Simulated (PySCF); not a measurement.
# Continuum solvent and chemical shifts

Mapped SMILES: `[CH3:1][S:2][CH2:3][PH+:4]([CH3:5])[CH3:6]`. Hydrogens are named by the atom that carries them.

GIAO PBE0/pcSseg-1 in PySCF on one PBE0-D3(BJ)/def2-SVP conformer, non-relativistic, equivalent nuclei averaged. Solvents enter as an IEF-PCM continuum (benzene with ε = 2.3, tetrahydrofuran with ε = 7.4) around the gas-phase geometry. Shifts are referred to TMS, CS2 computed in the same medium.

Gas phase, δ in ppm: C3 28.5, C1 23.8, C5/C6 2.9, S2 -90.5, H(P4) 6.12, H(C3) 2.93, H(C1) 2.39, H(C5)/H(C6) 1.96. Dipole moment 4.32 D.

**Question.** How does each δ change in the continuum?

**Answer.** 
```csv
atoms,environment,"Δδ, benzene","Δδ, tetrahydrofuran"
C3,sp3 CH2 bonded to P and S,+0.3,+0.5
C1,methyl carbon bonded to S,0.0,-0.1
C5/C6,methyl carbon bonded to P,+0.7,+1.1
S2,sulfide sulfur,-6.2,-12.4
H(P4),hydrogen on a phosphorus bonded to 3 C,+0.11,+0.23
H(C3),hydrogen on an sp3 CH2 bonded to P and S,+0.08,+0.16
H(C1),hydrogen on a methyl carbon bonded to S,-0.05,-0.10
H(C5)/H(C6),hydrogen on a methyl carbon bonded to P,-0.02,-0.05
```

Changes are relative to the gas phase. The dipole moment becomes 4.94 D in benzene, 5.52 D in tetrahydrofuran.

**Question.** Which of the listed nuclei move most (in ppm), and what does the model miss?

**Answer.** S2 (sulfide sulfur, -12.4 ppm) in tetrahydrofuran. A continuum only polarises the solute; specific hydrogen bonds, the anisotropy of aromatic solvents and changes of geometry or conformer are outside it, as are counter-ions.
